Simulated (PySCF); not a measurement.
B3LYP has the VWN-RPA correlation part, as in Gaussian. Delta-SCF ions had no search for a lower state. Excitations are Tamm–Dancoff values on a coarser integration grid. The basis has no diffuse functions, so Rydberg states are missing or too high.

Cartesian coordinates (Å):
SMILES: CCOC
```xyz
12

C     -1.3505     0.3055    -0.4887
C     -0.5007    -0.7788     0.1591
O      0.8521    -0.7759    -0.2679
C      1.6208     0.2872     0.2511
H     -1.0317     1.3060    -0.1931
H     -1.2948     0.2330    -1.5761
H     -2.3942     0.1890    -0.1884
H     -0.8846    -1.7640    -0.1105
H     -0.5431    -0.6926     1.2543
H      2.6529     0.1122    -0.0496
H      1.5695     0.3169     1.3478
H      1.3043     1.2616    -0.1381
```
Charge 0, multiplicity 1.

Problem. Give the total energy, dipole moment, vertical ionisation energy (Delta-SCF), LUMO and brightest of the four lowest singlets (TDA) at the level B3LYP-D3(BJ)/def2-TZVP in PySCF.

Solution. 
* **total energy**: -194.4364 Ha
* **dipole moment**: 1.28 D
* **vertical ionisation energy (Delta-SCF)**: 9.67 eV
* **LUMO**: 1.00 eV
* **brightest of the four lowest singlets (TDA)**: 8.02 eV
